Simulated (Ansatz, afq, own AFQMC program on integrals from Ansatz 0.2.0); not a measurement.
# BH4⁺, triplet in cc-pVDZ along one coordinate

```json
{"atom": "B", "x (Å)": "0.0000", "y (Å)": "0.0000", "z (Å)": "0.0000"}
{"atom": "H", "x (Å)": "0.4725", "y (Å)": "0.4863", "z (Å)": "1.0573"}
{"atom": "H", "x (Å)": "-0.4858", "y (Å)": "-0.4709", "z (Å)": "1.0582"}
{"atom": "H", "x (Å)": "-0.4719", "y (Å)": "0.4714", "z (Å)": "-1.0643"}
{"atom": "H", "x (Å)": "0.4852", "y (Å)": "-0.4868", "z (Å)": "-1.0513"}
```

All coordinates are scaled about the centre. Energies in kJ/mol count from this geometry (1.000) at the same level; the start stands on UHF, each point on the determinant named.

Basis cc-pVDZ. Noble-gas cores (and the filled d shells of Ga–Kr and In–Xe) are frozen. Integrals, coupled cluster, full CI and functionals: Ansatz 0.2.0; the random walks run on the same integrals in our own AFQMC program. ph-AFQMC/CISD is guided by a CISD state made of CCSD amplitudes; releasing the constraint for a short imaginary time cuts its bias at the price of noise, slowly where states lie close. Error bars are statistical, one sigma.

Cautions, each for one point or more: a spin-contaminated unrestricted determinant lies lower; cluster runs in doubt by the program's own checks; lower spins were not checked; strong correlation; the next higher spin lies close; unrestricted determinant spin contaminated.

```
scale of all distances   det.     T1  weight  ⟨S²⟩  CCSD(T)  ph-AFQMC/CISD  released AFQMC    FCI  CCSDT(Q)  B2PLYP    PBE0
                 0.893    UHF  0.010    0.95  2.01     95.5     95.8 ± 0.1      95.7 ± 0.1   95.8      95.8    92.0    93.0
                 1.106    UHF  0.015    0.93  2.01     41.7     42.1 ± 0.3      41.3 ± 0.1   41.2      41.2    43.2    42.7
                 1.298    UHF  0.031    0.90  2.04    263.6    263.4 ± 0.3               –  261.3     261.3   268.6   268.4
                 1.492    UHF  0.078    0.79  2.24    516.3    516.2 ± 0.4               –  510.1     510.0   538.6   539.7
                 1.751    UHF  0.064    0.82  3.10    752.9    743.1 ± 0.4               –  727.5     727.5  783.2§  785.3§
                 2.007  ROHF†  0.078    0.56  pure    789.9    808.5 ± 0.7               –  794.6     794.3  845.4§  857.4§
```

Weight is that of the determinant in the CISD state; at the start T1 is 0.012 and the weight 0.94, and ⟨S²⟩ is 2.01. A dagger marks points whose determinant fills other symmetries than the start's, so the wave-function levels may follow another state there, or a degenerate partner. Symmetry can't show for every point that it stays on the start's state. A dash marks a missing value, a released energy that hasn't settled or a functional that sits on another state. § marks a functional whose ⟨S²⟩ is too high by over 0.1. Largest departures from full CI: CCSD(T) 25.4 kJ/mol at 1.751 (on UHF), ph-AFQMC/CISD 15.6 kJ/mol at 1.751 (on UHF), released AFQMC 0.1 kJ/mol at 1.106 (on UHF) (within the noise), CCSDT(Q) -0.3 kJ/mol at 2.007 (on ROHF), B2PLYP 28.5 kJ/mol at 1.492, PBE0 29.7 kJ/mol at 1.492. Functionals count only at points shown to share the start's state and spin. In this small basis the wave-function levels are far from their limit, so their gap to the functionals isn't the functionals' error.

Some points may be missing: those where a free walk finds a much lower state, and past Zn most of those on another determinant than at the start.

CCSDT and higher add their correlation energy to the determinant of the CCSD(T) run, since their own runs factorise the integrals more tightly (a shift of under 2 meV). A walk keeps the symmetry of its determinant, which the program's search chose and which needn't be the lowest solution, so a lower state of the same spin and another symmetry isn't excluded. Released energies are given only where the last usable release times agree within the noise; a slower fall can still hide under it.
